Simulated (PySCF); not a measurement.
# Computed properties of BF3, SMILES FB(F)F

BF3, SMILES FB(F)F. The structure is a stationary point at B3LYP-D3(BJ)/def2-TZVP. The isomer is the one that the SMILES or the coordinates give; other isomers of the formula were not compared. Other conformers were not sampled. All values are computed for the isolated molecule unless a solvent is named; none is compared with measurement here.

**Structure.** The optimised structure has D3h symmetry. All 6 harmonic modes at B3LYP-D3(BJ)/def2-TZVP (PySCF) are real, so it is a minimum. With heavy atoms numbered as in [B:1]([F:2])([F:3])[F:4], the shortest bond between them is B1–F3 at 1.316 Å and the longest B1–F2 at 1.316 Å.

**Vibrations.** The strongest infrared lines (harmonic, unscaled, degenerate partners summed) lie at 1460 cm⁻¹ (880 km/mol, B 76 %, F 24 %), 687 cm⁻¹ (98 km/mol, B 84 %, F 16 %), 472 cm⁻¹ (25 km/mol, F 91 %, B 9 %). The softest mode is at 472 cm⁻¹ and the zero-point energy is 7.8 kcal/mol.

**Electronic structure.** CAM-B3LYP/def2-TZVPD (PySCF) places the frontier levels at -13.87 and 0.23 eV, a gap of 14.10 eV, and gives a dipole moment of 0.00 D and a mean polarisability of 16.2 bohr³. PBE/def2-TZVPD (PySCF) at the same geometry gives -10.06 and -0.79 eV, so its gap is 4.83 eV narrower. An orbital gap is neither the optical nor the fundamental gap.

**Excitations.** TDDFT-B3LYP/def2-SVPD (PySCF) has S1 at 10.47 eV (118 nm, f = 0.000, dark); the most intense of the 10 singlets computed lies at 12.30 eV (f = 0.33). Strengths of degenerate partners are summed. T1 (TDA) is at 10.22 eV. TDDFT-PBE/def2-SVPD (PySCF) puts S1 at 9.52 eV. No vertical singlet excitation falls in the visible range (under 3.1 eV).

**NMR.** GIAO shifts at HF/pcSseg-2 (PySCF) (non-relativistic, atoms alike by connectivity averaged): ¹⁹F at -103.1 ppm against CFCl3; ¹¹B at 0.0 ppm against BF3.
